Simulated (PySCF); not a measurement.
CH₃F, SMILES CF.

Geometry: r2SCAN-D4/def2-TZVP.

Method: PBE/def2-TZVPD (PySCF).

Symmetry labels are those of the subgroup Cs that the program uses (full group C3v).

Computed valence orbital energies around the gap with their symmetry:
| orbital | symmetry | energy (eV) |
|---|---|---|
| HOMO−7 | A' | -270.79 |
| HOMO−6 | A' | -29.71 |
| HOMO−5 | A' | -17.29 |
| HOMO−4 | A' | -11.99 |
| HOMO−3 | A" | -11.65 |
| HOMO−2 | A' | -11.65 |
| HOMO−1 | A' | -8.06 |
| HOMO | A" | -8.06 |
| LUMO | A' | -0.09 |
| LUMO+1 | A' | 0.46 |
| LUMO+2 | A' | 1.55 |
| LUMO+3 | A" | 1.55 |
